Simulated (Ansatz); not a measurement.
Cartesian coordinates in Å:
```
C -1.290 -0.321 -0.432
C -1.016 0.248 0.977
N 0.345 0.759 1.017
C 1.265 -0.178 0.405
C 0.994 -0.179 -1.111
N -0.377 0.192 -1.434
H -1.188 -1.410 -0.422
H -2.319 -0.109 -0.731
H -1.198 -0.542 1.726
H -1.701 1.071 1.198
H 0.617 0.981 1.963
H 1.153 -1.200 0.811
H 2.292 0.133 0.610
H 1.659 0.526 -1.614
H 1.205 -1.173 -1.523
H -0.441 1.202 -1.440
```

Total charge 0; spin multiplicity 1.

(1) List the PBE0/def2-TZVPP orbital energies in eV (Ansatz 0.2.0). (Estimate.)

Answers

(1) Computed: Occupied: -390.93, -390.74, -278.60, -278.58, -278.56, -278.49, -26.17, -24.44, -21.10, -18.75, -17.75, -15.61, -14.51, -13.79, -12.97, -12.06, -11.25, -10.75, -10.62, -10.53, -9.73, -9.12, -6.45, -6.23. Lowest empty: 1.00, 1.83, 2.02, 2.21, 2.49, 3.11, 3.14, 3.33.
